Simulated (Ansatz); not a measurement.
A calculation with Ansatz (development build ahead of 0.2.0).

```yaml
crystal:
  periodic: [false, false, false]
  atoms:
    - { symbol: Si, position_ang: [0.02958, 0.04595, -0.00023] }
    - { symbol: H, position_ang: [0.81983, -1.06234, 0.58305] }
    - { symbol: H, position_ang: [-0.30695, -0.22371, -1.4156] }
    - { symbol: H, position_ang: [-1.17939, 0.38035, 0.81413] }
basis:
  gaussian: { orbitals: def2-SVP }
magnetization:
  spin_polarized: true
  initial_magnetization: 1
hamiltonian:
  xc: hf
output:
  forces: true
```

The input is written out in the form of the current development build from the run's settings.

Output:

| Property | Result |
| --- | --- |
| Converged | yes |
| Total energy | -290.53383 hartree |
| Spin squared of the determinant | 0.754 |
| Stability test | minimum |

Forces (eV/Å):
| atom | Fx | Fy | Fz |
| --- | --- | --- | --- |
| Si1 | -0.070 | 0.202 | 0.129 |
| H2 | -0.079 | -0.020 | 0.028 |
| H3 | -0.065 | -0.031 | 0.009 |
| H4 | 0.214 | -0.150 | -0.167 |
